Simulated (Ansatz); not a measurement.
Born–Oppenheimer molecular dynamics of AlClH2O (5 atoms, charge 0, multiplicity 1). It starts at the highest image of a converged band. Of that band: Neighbouring images differ by up to 2.2 eV, so the band resolves the path poorly. A vibrational analysis at the climbing image gives one clearly imaginary mode, 1971i cm⁻¹: a first-order saddle point.

Method: RHF/cc-pVDZ in Ansatz 0.2.0.

* ensemble: NVE (velocity Verlet)
* time step: 0.5 fs
* steps asked: 200
* starting velocities drawn for: 300 K
* seed: 2802

First frame:

```xyz
5
Properties=species:S:1:pos:R:3
Al 0.214 0.092 -0.451
O 0.755 -0.011 1.290
H 0.655 -0.349 2.177
H 1.713 -0.105 0.346
Cl -1.892 0.092 -0.879
```

How far do the bonds stretch over the last three quarters of this one trajectory? (Pairs bonded in most of those frames.)


| bond | mean (Å) | spread (Å) | shortest | longest |
| --- | --- | --- | --- | --- |
| Al1–O2 | 1.740 | 0.078 | 1.62 | 1.87 |
| Al1–H4 | 1.799 | 0.251 | 1.30 | 2.27 |
| Al1–Cl5 | 2.168 | 0.036 | 2.12 | 2.22 |
| O2–H3 | 0.953 | 0.022 | 0.91 | 0.99 |

Pairs bonded in part of these frames only: Al1–H4 62 %.

Mean temperature of the second half: 4845 K. The conserved energy stayed within 1.4 meV per atom of its start (net change -0.51 meV per atom), so the integration is sound. The kinetic energy rose, since the run started high on the potential surface and went downhill. A run of 0.1 ps of so small a system gives no equilibrium averages. The orbitals stay closed-shell, which can raise the energy where a bond breaks towards radicals; this wasn't checked here.

The run took 2 min on 1 thread of Arm Neoverse V2 (shared host), peak memory 0.098 GiB.
